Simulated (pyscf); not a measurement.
GeH₄ + H₂O → GeH₄ + H₂O (four-centre exchange; singlet surface; Ge–H, H–O broken, Ge–H, H–O formed). PySCF, gas phase, ωB97X-D3(BJ)/def2-SVP geometries. MP2 and CC: frozen core, UHF for open shells. ΔMP2 is the change of the MP2 total energy from the triple- to the quadruple-zeta basis. Energies in kcal/mol from the separated reactants.

```csv
level,barrier,reaction energy
ωB97X-D3(BJ)/def2-TZVP,…,0.0
PBE/def2-TZVP,51.4,0.0
ωB97M-D3(BJ)/def2-TZVP,59.5,0.0
MP2/def2-QZVPP,62.3,0.0
CCSD/def2-TZVPP,65.8,0.0
CCSD(T)/def2-TZVPP,63.0,0.0
CCSD(T)/def2-TZVPP + ΔMP2(QZVPP),…,0.0
```

Question: Complete the blanks.

Answer: 
- ωB97X-D3(BJ)/def2-TZVP, barrier: 62.2
- CCSD(T)/def2-TZVPP + ΔMP2(QZVPP), barrier: 62.9

The same reactants have a lower exit, to HO–GeH₃ + H₂ (barrier +46.2 kcal/mol at ωB97M-D3(BJ), against +59.5 kcal/mol here). This is the saddle that the search found; another between the same sides may lie lower. The CCSD(T) − MP2 part came from Ansatz, without density fitting, on the same reference. The frozen core leaves the outer d or s,p core shells of the metals and heavy elements correlated in the MP2 and CC values, and def2-TZVPP describes them poorly, which can shift differences by a few kcal/mol. Elements up to Kr have no core potential and no relativistic terms here.
